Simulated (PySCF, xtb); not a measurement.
## Two structures of BH5OSi

Structure X is `OB[SiH3]`, a singlet and structure Y is a singlet given by its coordinates. Both are isolated molecules in the gas phase, relaxed with B3LYP-D4/def2-SVP; the shapes shown needn't be the lowest conformers.

X (Å):

```
atom    x (Å)    y (Å)    z (Å)
   B   0.2615   0.2265  -0.3127
   O   1.0604   0.7506  -1.2673
  Si   0.3017   1.0168   1.5605
   H   0.9773   0.3142  -2.1269
   H  -0.4681  -0.7083  -0.5846
   H   1.2442   2.1691   1.6947
   H  -1.0668   1.4832   1.9523
   H   0.7019  -0.0324   2.5522
```

Y (Å):

```yaml
atoms:
  - { symbol: B, position_ang: [-0.0717, 1.4519, -0.5793] }
  - { symbol: O, position_ang: [0.6201, -1.2013, 0.9779] }
  - { symbol: Si, position_ang: [0.9114, 0.3924, 0.6430] }
  - { symbol: H, position_ang: [0.3636, 2.5725, -0.6925] }
  - { symbol: H, position_ang: [-0.6400, 1.3946, 0.6128] }
  - { symbol: H, position_ang: [-0.7745, 0.9251, -1.4022] }
  - { symbol: H, position_ang: [1.5864, 0.9828, 1.8450] }
  - { symbol: H, position_ang: [0.8034, -1.5323, 1.8663] }
```

Close contacts (Å): B1–Si3 1.89, O2–Si3 1.65, B1–H4 1.21, B1–H5 1.32, B1–H6 1.20, O2–H8 0.97, Si3–H5 1.85, Si3–H7 1.50.

Quicker runs give these differences E(Y) − E(X): GFN2-xTB −3.1 kcal/mol; HF/STO-3G +53.1 kcal/mol (at GFN2-xTB geometries); r2SCAN-D4/def2-SVP +23.6 kcal/mol (at GFN2-xTB geometries).

Estimate which is lower in electronic energy at CCSD(T)/def2-SVP + ΔMP2/def2-TZVPP, and by roughly how much.

The CCSD(T)/def2-SVP + ΔMP2/def2-TZVPP calculation puts structure X lower, by 15.1 kcal/mol.

Level by level:

```tsv
level	geometry	E(Y) − E(X) (kcal/mol)	departure from the last row (kcal/mol)	job, with rough time for the two
GFN2-xTB	GFN2-xTB	−3.1	−18.2	optimisation, 0.5 s
HF/STO-3G	GFN2-xTB	+53.1	+38.0	single point, 3.3 s
r2SCAN-D4/def2-SVP	GFN2-xTB	+23.6	+8.5	single point, 25 s
B3LYP-D4/def2-SVP	B3LYP-D4/def2-SVP	+21.5	+6.4	optimisation, 4.9 min
HF/def2-SVP	B3LYP-D4/def2-SVP	+30.9	+15.8	part of the CCSD(T) run
MP2/def2-SVP	B3LYP-D4/def2-SVP	+21.7	+6.7	part of the CCSD(T) run
CCSD(T)/def2-SVP	B3LYP-D4/def2-SVP	+23.2	+8.1	single point
CCSD(T)/def2-SVP + ΔMP2/def2-TZVPP	B3LYP-D4/def2-SVP	+15.1		single point, 55 s
```

GFN2-xTB puts the two in the other order. The largest departure from CCSD(T)/def2-SVP + ΔMP2/def2-TZVPP is that of HF/STO-3G, 38.0 kcal/mol. No reliable frequencies are at hand for Y, so it isn't confirmed as a minimum. The last row adds to CCSD(T) the change of the MP2 difference between the two basis sets, here −8.1 kcal/mol, a large step that makes the value less sure.

The correlated steps freeze 7 core orbitals. Programs: PySCF 2.14.0, xtb 6.7.1; the last row on 2 threads of Intel(R) Xeon(R) Processor @ 2.50GHz (Skylake/Cascade Lake) on a shared host.
